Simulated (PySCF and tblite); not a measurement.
Values are calculated unless marked as measured or tabulated.
C₆H₁₀, numbered as in [CH:1]#[C:2][CH2:3][CH2:4][CH2:5][CH3:6].

The ensemble was built from 90 distance-geometry starts (ETKDG and KDG, MMFF94s, GFN2-xTB) and rests on PBE0-D3(BJ)/def2-SVP geometries. Free energies are PBE0-D3(BJ)/def2-TZVP single points with GFN2-xTB rigid-rotor and vibrational terms (modes under about 100 cm⁻¹ blended into free rotors). Symmetry numbers and mirror images are counted. Conformers within 4 kcal/mol (GFN2-xTB free energy) were kept, 7 at most. (PySCF 2.14, tblite 0.8.)

Torsions listed: C2–C3–C4–C5, C3–C4–C5–C6. Of a mirror pair one member is shown.

| conformer | shape | symmetry |
| --- | --- | --- |
| 1 | -178°, -65° | C1 (pair) |
| 2 | -63°, 179° | C1 (pair) |
| 3 | -58°, -60° | C1 (pair) |
| 4 | 78°, -66° | C1 (pair) |
| 5 | 180°, 180° | Cs |

(1) Which of these conformers is the most populated at 298.15 K, and with what share?

(2) Give the DFT energies and free energies relative to the lowest, and all weights.

(3) How does its share change from 180 K to 400 K?

Results:

(1) Conformer 2, about 42 %. The lead over the next is within the error of the method.

(2) 
```tsv
conformer	shape	E(DFT) kcal/mol	G(298.15 K) kcal/mol	weight %
1	-178°, -65°	0.68	0.69	13.2
2	-63°, 179°	0.00	0.00	41.8
3	-58°, -60°	0.30	0.42	20.7
4	78°, -66°	1.73	1.93	1.6
5	180°, 180°	0.08	0.36	22.7
```

(3) From 50 % to 38 %; the mixing entropy goes from 3.42 to 3.93 cal/(mol K).
